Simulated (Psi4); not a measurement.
Process, species as SMILES: N#N (N2) + 3 [H][H] (H2) → 2 N (NH3)
B3LYP-D3(BJ)/def2-TZVP geometries, fixed; electronic energies without zero-point terms.

Basis-set convergence of the energy of full hydrogenation at HF with Psi4. Cartesian d functions, on some or all atoms, in 6-31G**; all else is spherical. Density fitting with the program's default auxiliary sets. Psi4's default fitting sets serve the pcseg sets less well. No added dispersion term, no relativity. Functions are those of the species that has most. Reference: the value in aug-cc-pVQZ, -34.31 kcal/mol, itself unsure by roughly 0.07 kcal/mol (its mean distance from cc-pV5Z, def2-QZVPPD, def2-QZVPP). Deviations are taken from unrounded values.

```tsv
basis	functions	energy of full hydrogenation (kcal/mol)	minus reference (kcal/mol)
STO-3G	10	-40.49	-6.18
6-31G	18	-47.14	-12.82
pcseg-0	18	-44.96	-10.65
def2-SV(P)	28	-20.23	14.08
pcseg-1	29	-33.69	0.63
6-31G**	30	-33.51	0.81
6-311+G**	44	-36.70	-2.38
6-311++G(2d,2p)	57	-36.51	-2.20
def2-TZVP	62	-31.15	3.17
cc-pVTZ	72	-32.74	1.57
pcseg-2	72	-34.92	-0.61
def2-TZVPP	73	-33.79	0.53
def2-TZVPD	74	-32.20	2.11
6-311++G(3df,3pd)	93	-34.94	-0.63
def2-QZVPP	147	-34.25	0.07
def2-QZVPPD	162	-34.26	0.05
aug-pcseg-3	232	-34.47	-0.16
cc-pV5Z	256	-34.21	0.10
```

The smallest set listed that lies within 1 kcal/mol of the reference with all its larger relatives (same family, alike in diffuse functions; a set with none counts only in the reference's own line) is pcseg-1 (29 functions, 0.63 kcal/mol off). Inside the window by cancellation, since a larger relative falls out: 6-31G**. Inside, with no larger relative to test it: 6-311++G(3df,3pd), def2-QZVPPD, aug-pcseg-3, cc-pV5Z. (Relatives not listed, tested too: 6-311G** 1.55, def2-QZVP 0.07, pcseg-3 -0.22, pcseg-4 -0.05 kcal/mol.)
